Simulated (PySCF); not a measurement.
## Dipole moment and polarisability of 1-methoxy-2-propanol

Compound: 1-methoxy-2-propanol, C4H10O2.
SMILES with atom numbers: `[CH3:1][O:2][CH2:3][C@H:4]([CH3:5])[OH:6]` (hydrogens: H7, H8, H9 on C1; H10, H11 on C3; H12 on C4; H13, H14, H15 on C5; H16 on O6)

Structure used (GFN2-xTB), in Å, numbered top down from 1:
```xyz
16
C4H10O2 angstrom
C      2.5765   -0.0726    0.1307
O      1.2822   -0.5402    0.4047
C      0.2732    0.1884   -0.2624
C     -1.0786   -0.4142    0.1389
C     -2.2326    0.3141   -0.5375
O     -1.2531   -0.3254    1.5339
H      2.6986    0.9706    0.4479
H      3.2613   -0.7059    0.6909
H      2.8055   -0.1426   -0.9396
H      0.3100    1.2471    0.0367
H      0.4099    0.1273   -1.3521
H     -1.0784   -1.4750   -0.1633
H     -2.2267    1.3617   -0.2477
H     -2.1480    0.2375   -1.6177
H     -3.1718   -0.1268   -0.2172
H     -0.4355   -0.6351    1.9423
```

Level: B3LYP/def2-SVPD (PySCF), static field, nuclei fixed, core orbitals frozen in the response. The polarisability tensor in these axes (au):

```
x   72.22 -0.79  1.44
y   -0.79 55.43 -1.40
z    1.44 -1.40 58.76
```

Question: Diagonalise the tensor; give its mean and Δα, where Δα² is half the sum of the squared differences of the eigenvalues.

Answer: Principal values 54.92, 59.06 and 72.43 au; mean 62.14 au = 9.21 Å³ = 10.24 × 10⁻⁴⁰ C²·m²/J; Δα = 15.85 au (26 % of the mean).

Question: What is the dipole moment, and where does it point?

Answer: (1.69, 0.48, -1.61) D, 2.38 D in size, pointing from the negative to the positive side. Measured along this direction, the outermost atoms are H15 at the negative end and H9 at the positive end.

Question: In a dilute gas of rigid molecules at 500 K, how does the orientational term μ²/3kT compare with the electronic polarisability?

Answer: In Gaussian units μ²/3kT = 27.43 Å³ against 9.21 Å³, a ratio of 2.98; the Debye molar polarisation (4π/3)N_A(α + μ²/3kT) is 92.4 cm³/mol, leaving out the vibrational part.

Question: Estimate the molar refractivity from the static electronic polarisability.

Answer: Lorentz–Lorenz: R = (4π/3)N_A α = 2.5225 cm³/(mol·Å³) × 9.21 Å³ = 23.2 cm³/mol, in the limit of long wavelengths.

Question: Along which axes do the principal values lie, and how far do the nuclei extend along each?

Answer: Largest value along (0.99, -0.06, 0.11), where the nuclei span 6.52 Å; middle along (-0.12, -0.33, 0.94), 3.44 Å; least along (0.01, 0.94, 0.34), 2.65 Å. The response follows the extents in order.

Question: What depolarisation ratio follows for Rayleigh scattering of linearly polarised light, taking the static tensor?

Answer: ρ = 3Δα²/(45ᾱ² + 4Δα²) = 753.5/(173743 + 1004.6) = 0.00431.

Question: What would n − 1 = 2πNα be for an ideal gas of these molecules at 273.15 K and 1 atm, electronic part alone?

Answer: N = p/kT = 2.6868 × 10¹⁹ cm⁻³, so n − 1 = 2π × N × 9.21 × 10⁻²⁴ cm³ = 1554 × 10⁻⁶ at long wavelengths.

Isolated species at its GFN2-xTB geometry (one conformer only).
